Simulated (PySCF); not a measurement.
Q: Write a Z-matrix for `COS(C)(=O)=O` as optimised with GFN2-xTB.

A: 
Z-matrix in Å and degrees, rows numbered from 1:
```
C 
O   1  1.4147
S   2  1.6211  1  112.34
C   3  1.7929  2   97.41  1   179.74
O   3  1.4290  2  109.01  1    64.53
O   3  1.4289  2  109.03  1   -65.04
H   1  1.0922  2  109.70  3   -59.77
H   1  1.0884  2  107.08  3  -179.68
H   1  1.0922  2  109.74  3    60.40
H   4  1.0820  3  108.44  2   179.85
H   4  1.0805  3  107.16  2    59.81
H   4  1.0804  3  107.14  2   -60.10
```

S3 (sulfonyl sulfur) is distorted tetrahedral (angles from 97.4° to 117.6°). Of the pairs four or more bonds apart, O5···H7 is among the closest relative to their van der Waals radii: 2.63 Å, 97 % of the sum of Bondi's values. The 3 O–S bonds span 1.429 Å (S3=O6, drawn double) to 1.621 Å (O2–S3, drawn single), a spread of 0.192 Å.

Computed geometry: GFN2-xTB, gas phase.

Point group: Cs (tolerance 0.08 Å). Stationary, but not proved a minimum. One conformer, not necessarily the lowest (C1–O2–S3–C4 180°).
